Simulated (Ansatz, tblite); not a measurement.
Removing and adding an electron: BH2(vinyl) (C2H5B). Charge 0, multiplicity 1. Geometry: r2SCAN-D4/def2-TZVP. Ansatz, gas phase; energy differences of separate SCF runs; the oxidised species was run as a doublet alone; the reduced species was run as a doublet alone.

```xyz
8

B    -0.756   -1.042    0.046
H    -1.477   -1.713   -0.631
H    -0.592   -1.331    1.196
C    -0.030    0.187   -0.518
C     0.773    0.930    0.261
H    -0.144    0.493   -1.558
H     0.922    0.670    1.306
H     1.305    1.807   -0.100
```

The xTB rows come from tblite. Correlated methods freeze 3 core orbitals. HOMO above LUMO, or a gap near zero within one spin, warns that the state may not be the lowest or that an electron is smeared out.

**Question.** Estimate orbital energies and vertical ionisation energies and electron affinities at: GFN1-xTB; GFN2-xTB; PBE-D4/def2-TZVP; PBE-D4/def2-TZVPD; r2SCAN-D4/def2-TZVP; r2SCAN-D4/def2-TZVPD; PBE0-D4/def2-TZVP; PBE0-D4/def2-TZVPD; MP2/def2-TZVPD; MP2/def2-TZVPP; CCSD/def2-TZVPD; CCSD/def2-TZVPP; CCSD(T)/def2-TZVPD; CCSD(T)/def2-TZVPP.

**Answer.** 
```json
{"level": "GFN1-xTB", "−HOMO (eV)": "12.28", "vertical IE (eV)": "15.74", "−LUMO (eV)": "8.56", "vertical EA (eV)": "4.95", "HOMO–LUMO gap (eV)": "3.72", "IE − EA (eV)": "10.79", "remarks": "–"}
{"level": "GFN2-xTB", "−HOMO (eV)": "11.18", "vertical IE (eV)": "14.54", "−LUMO (eV)": "7.68", "vertical EA (eV)": "3.81", "HOMO–LUMO gap (eV)": "3.50", "IE − EA (eV)": "10.73", "remarks": "–"}
{"level": "PBE-D4/def2-TZVP", "−HOMO (eV)": "7.47", "vertical IE (eV)": "10.90", "−LUMO (eV)": "3.10", "vertical EA (eV)": "–", "HOMO–LUMO gap (eV)": "4.36", "IE − EA (eV)": "–", "remarks": "gap within one spin near zero (+1 doublet)"}
{"level": "PBE-D4/def2-TZVPD", "−HOMO (eV)": "7.48", "vertical IE (eV)": "–", "−LUMO (eV)": "3.12", "vertical EA (eV)": "0.33", "HOMO–LUMO gap (eV)": "4.36", "IE − EA (eV)": "–", "remarks": "HOMO above zero (-1 doublet)"}
{"level": "r2SCAN-D4/def2-TZVP", "−HOMO (eV)": "7.63", "vertical IE (eV)": "10.85", "−LUMO (eV)": "2.82", "vertical EA (eV)": "–", "HOMO–LUMO gap (eV)": "4.81", "IE − EA (eV)": "–", "remarks": "–"}
{"level": "r2SCAN-D4/def2-TZVPD", "−HOMO (eV)": "7.64", "vertical IE (eV)": "–", "−LUMO (eV)": "2.83", "vertical EA (eV)": "0.34", "HOMO–LUMO gap (eV)": "4.80", "IE − EA (eV)": "–", "remarks": "HOMO above zero (-1 doublet)"}
{"level": "PBE0-D4/def2-TZVP", "−HOMO (eV)": "8.49", "vertical IE (eV)": "10.85", "−LUMO (eV)": "2.10", "vertical EA (eV)": "–", "HOMO–LUMO gap (eV)": "6.39", "IE − EA (eV)": "–", "remarks": "–"}
{"level": "PBE0-D4/def2-TZVPD", "−HOMO (eV)": "8.50", "vertical IE (eV)": "–", "−LUMO (eV)": "2.11", "vertical EA (eV)": "0.25", "HOMO–LUMO gap (eV)": "6.38", "IE − EA (eV)": "–", "remarks": "HOMO above zero (-1 doublet)"}
{"level": "MP2/def2-TZVPD", "−HOMO (eV)": "–", "vertical IE (eV)": "–", "−LUMO (eV)": "–", "vertical EA (eV)": "-0.16", "HOMO–LUMO gap (eV)": "–", "IE − EA (eV)": "–", "remarks": "restricted SCF unstable (singlet), spin-contaminated (⟨S²⟩ 0.86) (-1 doublet)"}
{"level": "MP2/def2-TZVPP", "−HOMO (eV)": "–", "vertical IE (eV)": "11.04", "−LUMO (eV)": "–", "vertical EA (eV)": "–", "HOMO–LUMO gap (eV)": "–", "IE − EA (eV)": "–", "remarks": "restricted SCF unstable (singlet)"}
{"level": "CCSD/def2-TZVPD", "−HOMO (eV)": "–", "vertical IE (eV)": "–", "−LUMO (eV)": "–", "vertical EA (eV)": "-0.07", "HOMO–LUMO gap (eV)": "–", "IE − EA (eV)": "–", "remarks": "restricted SCF unstable (singlet), spin-contaminated (⟨S²⟩ 0.86) (-1 doublet)"}
{"level": "CCSD/def2-TZVPP", "−HOMO (eV)": "–", "vertical IE (eV)": "10.77", "−LUMO (eV)": "–", "vertical EA (eV)": "–", "HOMO–LUMO gap (eV)": "–", "IE − EA (eV)": "–", "remarks": "restricted SCF unstable (singlet)"}
{"level": "CCSD(T)/def2-TZVPD", "−HOMO (eV)": "–", "vertical IE (eV)": "–", "−LUMO (eV)": "–", "vertical EA (eV)": "-0.03", "HOMO–LUMO gap (eV)": "–", "IE − EA (eV)": "–", "remarks": "restricted SCF unstable (singlet), spin-contaminated (⟨S²⟩ 0.86) (-1 doublet)"}
{"level": "CCSD(T)/def2-TZVPP", "−HOMO (eV)": "–", "vertical IE (eV)": "10.96", "−LUMO (eV)": "–", "vertical EA (eV)": "–", "HOMO–LUMO gap (eV)": "–", "IE − EA (eV)": "–", "remarks": "restricted SCF unstable (singlet)"}
```

Run but left out: HF/def2-TZVPP, HF/def2-TZVPD (singlet: restricted singlet, unstable towards broken spin symmetry).   A HOMO above zero means that the electron is unbound at that level or that self-interaction error raises the level; the energy of removing that electron tells which. Raw xTB energy differences between charge states are shifted by several eV; the methods need an empirical correction for them. A negative affinity means that the extra electron isn't bound; its size then hangs on the basis.
